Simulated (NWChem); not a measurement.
System: isobutane (C4H10); SMILES CC(C)C

Computed with NWChem. The geometry was optimised at B3LYP/6-31G* (spherical d).

**Question.** Estimate the computed values for B3LYP/def2-SVP. Quantities: highest occupied level (eV); orbital gap (eV); dipole (D).

**Answer.** 
```
Quantity                     Value
---------------------------  -----
highest occupied level (eV)  -8.74
orbital gap (eV)             10.14
dipole (D)                    0.09
```
